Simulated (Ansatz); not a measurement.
# fcc Au

Level of theory: PBEsol (Ansatz, an electronic-structure program, PAW).

Settings: plane-wave cutoff 500 eV, 14×10×1 k mesh (along the axes of the cell as run), Fermi–Dirac smearing 0.1 eV, scalar-relativistic PAW data made under PBE.

Cell: relaxed at this level.

| Quantity | Result |
|---|---|
| surface energy of the (310) face | 1.26 J/m² |
| work function of the (310) face | 5.09 eV |

The slab of 20 atoms is relaxed and unreconstructed.

Spin–orbit coupling is not included; it can shift volumes and moduli of such heavy elements.

The computed numbers hold no vibrational or temperature effects.

Cost on a shared machine: very roughly 2.7 core-hours.
